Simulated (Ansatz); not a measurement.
# AlBH2+ (quartet): the correlation ladder, 6-31G

Aim: climb from Hartree-Fock through coupled cluster and multireference methods for AlBH2+ (quartet) at one geometry and basis, and see what each rung misses.

Computed with Ansatz 0.2.0, Gaussian basis. Level: 6-31G, core rule «outside noble gas», up to 6 orbitals frozen.

The runs, in order: UHF; CCSD(T) on ROHF; CCSD(T) on UHF; BCCD(T) on ROHF; CISD; CCSDT(Q) on ROHF; CCSDT(Q) on UHF; CISDTQ; CCSDTQ on ROHF; CCSDTQ on UHF; CASSCF and MRCISD+Q, 7 electrons in 10 orbitals; CASSCF and NEVPT2, 7 electrons in 10 orbitals; Full CI.

21 further runs of the same task are left out: 8 that didn't finish, 13 set aside as unsound or not needed.

## (1) The geometry

The geometry is a PBE0/def2-TZVP stationary point (not a proven minimum) of the parent state, kept for this charge and spin.

4 atoms, charge 1, spin multiplicity 4.

Atoms are counted from 1 here; the program's logs count them from 0.

Bond lengths: B1–Al2 2.079 Å, Al2–H3 1.585 Å, Al2–H4 1.585 Å. Angles: B1–Al2–H3 117.0°, B1–Al2–H4 117.0°, H3–Al2–H4 125.9°.

## (2) UHF

The input, in.yaml:

```yaml
crystal:
  periodic: [false, false, false]
  atoms:
    - {symbol: B, position_ang: [0.000000, 0.000000, 1.551119]}
    - {symbol: Al, position_ang: [0.000000, 0.000000, -0.528209]}
    - {symbol: H, position_ang: [0.000000, -1.411327, -1.248716]}
    - {symbol: H, position_ang: [0.000000, 1.411327, -1.248716]}
basis:
  gaussian: {orbitals: 6-31G}
total_charge: 1
magnetization: {spin_polarized: true, initial_magnetization: 3}
hamiltonian: {xc: hf}
output: {orbitals: {seedname: orbitals}}
```

Command:

```sh
ansatz run in.yaml --threads 1 --pin off --events-out ev --progress --plain --max-ram 2393MiB
```

The runs that follow: CCSD(T) on ROHF; CCSD(T) on UHF; BCCD(T) on ROHF; CISD; CCSDT(Q) on ROHF; CCSDT(Q) on UHF; CISDTQ; CCSDTQ on ROHF; CCSDTQ on UHF; CASSCF and MRCISD+Q, 7 electrons in 10 orbitals; CASSCF and NEVPT2, 7 electrons in 10 orbitals; Full CI.

Q: Predict the results of all the runs planned. Wanted: FCI below the RHF energy; RMP2 from FCI; UMP2 from FCI; RCCSD from FCI; RCCSD(T) from FCI; UCCSD(T) from FCI; RCCSDT(Q) from FCI; UCCSDT(Q) from FCI; NEVPT2 valence from FCI.

**Answer**, as computed:

| quantity | value |
| --- | --- |
| FCI below the RHF energy | -2.3928 eV |
| RMP2 from FCI | +21.81 kcal/mol |
| UMP2 from FCI | +22.00 kcal/mol |
| RCCSD from FCI | +2.31 kcal/mol |
| RCCSD(T) from FCI | +0.86 kcal/mol |
| UCCSD(T) from FCI | +0.89 kcal/mol |
| RCCSDT(Q) from FCI | +0.03 kcal/mol |
| UCCSDT(Q) from FCI | +0.03 kcal/mol |
| NEVPT2 valence from FCI | +2.71 kcal/mol |
| MRCISD+Q valence from FCI | +0.10 kcal/mol |
| levels within 1 kcal/mol (43 meV) | RCCSD(T), UCCSD(T), BCCD(T), RCCSDT, UCCSDT, CISDTQ, RCCSDT(Q), UCCSDT(Q), RCCSDTQ, UCCSDTQ, MRCISD valence, MRCISD+Q valence |
| T1 diagnostic | 0.044 |
| effectively unpaired electrons | 3.08 |

In words: RCCSD(T) misses by +0.86 kcal/mol, 1.6 % of the correlation energy. The occupations are near whole numbers, but T1 = 0.044 shows that the orbitals relax strongly. Of the multireference levels listed MRCISD+Q valence comes nearest in total energy (+0.10 kcal/mol), which doesn't show that its space is the better one. Coupled cluster took another determinant than the lowest Hartree-Fock one. These misses are within one basis, not against nature; the frozen cores of restricted and unrestricted runs differ, which can shift their rows.
